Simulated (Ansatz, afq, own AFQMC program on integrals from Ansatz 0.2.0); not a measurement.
**Atomization energy of SiH₄O, singlet**

```xyz
6

Si    0.0000   -0.0248    0.5600
O     0.0000    0.0966   -1.0834
H     1.2036   -0.7463    1.0578
H     0.0000    1.3651    1.0700
H    -1.2036   -0.7463    1.0578
H     0.0000   -0.7148   -1.5919
```

Connectivity, by distances: SiH3–OH.

Atoms in their ground-state spins without spin–orbit coupling (mostly on UHF) minus the molecule (RHF), without zero-point energy. The geometry is a stationary point, not shown to be a minimum.

Basis cc-pVDZ. Noble-gas cores (and the filled d shells of Ga–Kr and In–Xe) are frozen. Integrals, coupled cluster, full CI and functionals: Ansatz 0.2.0; the random walks run on the same integrals in our own AFQMC program. ph-AFQMC/CISD is guided by a CISD state made of CCSD amplitudes; releasing the constraint for a short imaginary time cuts its bias at the price of noise, slowly where states lie close. ± is one standard error of the sampling. The errors of all members are added in quadrature.

No full CI on the walks' own integrals is used here; CCSDT(Q) serves as the reference and is uncertain by about the last step of the cluster series. Each member takes its own surest rung, up to full CI.

The best estimate is CCSD(T) at the basis-set limit (CBS: def2-TZVPP and def2-QZVPP, with their diffuse functions for anions and beside diffuse sets, CCSD(T) itself extrapolated) plus the step from CCSD(T) to CCSDT(Q) in cc-pVDZ. Rows without CBS are in cc-pVDZ, the functionals in def2-TZVP; B2PLYP and the wave-function rows carry a basis error of their own. Core correlation and relativity beyond core potentials are missing, and ± holds the sampling alone.

Cautions: other spins of the molecule weren't checked.

Best estimate: 20.137 eV.

```csv
level,atomization energy (eV),error against the best estimate (eV)
HF,13.958,-6.180
MP2,18.020,-2.117
CCSD,17.857,-2.280
CCSD(T),17.975,-2.162
CCSDT,17.977,-2.160
CCSDT(Q),17.992,-2.145
ph-AFQMC/CISD,17.985 ± 0.011,-2.152 ± 0.011
released AFQMC,18.000 ± 0.017,-2.137 ± 0.017
HF/CBS,14.881,-5.256
MP2/CBS,20.236,0.099
CCSD(T)/CBS,20.121,-0.016
PBE,19.673,-0.464
r2SCAN,19.836,-0.301
PBE0,19.460,-0.677
B3LYP,19.789,-0.348
wB97M-V,19.962,-0.175
B2PLYP,19.639,-0.498
```

Correlation beyond CCSD(T) adds 0.016 eV. Going to the basis-set limit adds 2.146 eV at CCSD(T). The perturbative (T) step is worth +0.118 eV. The functionals spread over 0.503 eV; wB97M-V comes nearest and PBE0 is 0.677 eV too low.

Best estimates are given only where the step beyond CCSD(T) is under 0.3 eV and no member's determinant is very poor (T1 over 0.05, or 0.07 for open shells, ⟨S²⟩ too high by 0.3, two states mixed), so the hardest cases are missing from such tables.

The functionals ran in a triple-zeta set and keep a basis error of their own, a few kJ/mol for each bond in atomization energies and more for double hybrids, so close places among them and the extrapolated levels can swap.

CCSDT and higher add their correlation energy to the determinant of the CCSD(T) run, since their own runs factorise the integrals more tightly (a shift of under 2 meV). Each member of a difference takes its own highest rung, so a best estimate needn't equal the limit plus the step of one row. A walk keeps the symmetry of its determinant, which the program's search chose and which needn't be the lowest solution, so a lower state of the same spin and another symmetry isn't excluded. Released energies are given only where the last usable release times agree within the noise; a slower fall can still hide under it.
